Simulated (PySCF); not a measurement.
**A PySCF run on OF**

State: ⁴Σ⁻ (quartet), unpaired electrons σ ↑, π ↑↑, a second solution, started from another occupation.

An equivalent input (the run itself took its basis sets from the Basis Set Exchange, started from a PBE0 density and held the occupation σ 6α 5β, πx 2α 1β, πy 2α 1β):

```python
from pyscf import gto, dft
mol = gto.M(atom='O 0 0 0; F 0 0 1.333', basis={'O': 'def2-TZVP', 'F': 'def2-TZVP'},
            charge=0, spin=3, verbose=4, symmetry='C2v')
mf = dft.UKS(mol, xc='PBE0')
mf.grids.atom_grid = (80, 434)
mf.grids.prune = dft.gen_grid.treutler_prune
mf.irrep_nelec = {'A1': (6, 5), 'B1': (2, 1), 'B2': (2, 1)}
mf.conv_tol = 1e-9
mf.max_cycle = 60
mf.diis_space = 10
mf.kernel()
```

The log (some set-up lines and the per-cycle HOMO/LUMO lines removed):

```
******** <class 'pyscf.dft.uks_symm.SymAdaptedUKS'> ********
method = SymAdaptedUKS
damping factor = 0
level_shift factor = 0
DIIS = <class 'pyscf.scf.diis.CDIIS'>
diis_start_cycle = 1
diis_space = 10
diis_damp = 0
SCF conv_tol = 1e-09
SCF conv_tol_grad = None
SCF max_cycles = 60
number electrons alpha = 10  beta = 7
Set gradient conv threshold to 3.16228e-05
init E= -174.616181293486
cycle= 1 E= -174.627892267636  delta_E= -0.0117  |g|= 0.0174  |ddm|= 0.121
cycle= 2 E= -174.627657849541  delta_E= 0.000234  |g|= 0.0318  |ddm|= 0.0374
cycle= 3 E= -174.627996183462  delta_E= -0.000338  |g|= 0.00765  |ddm|= 0.0159
cycle= 4 E= -174.628012253078  delta_E= -1.61e-05  |g|= 0.000425  |ddm|= 0.00602
cycle= 5 E= -174.628012391314  delta_E= -1.38e-07  |g|= 0.000276  |ddm|= 0.000692
cycle= 6 E= -174.628012419602  delta_E= -2.83e-08  |g|= 3.62e-05  |ddm|= 0.000154
cycle= 7 E= -174.628012420543  delta_E= -9.41e-10  |g|= 1.08e-05  |ddm|= 3.59e-05
Extra cycle  E= -174.628012420533  delta_E= 9.75e-12  |g|= 1.64e-05  |ddm|= 1.42e-05
converged SCF energy = -174.628012420533  <S^2> = 3.7602966  2S+1 = 4.005145
```

A point of this curve took 1.1 CPU seconds beside 0.18 for the integrals, on Intel Xeon 6975P-C (shared host).
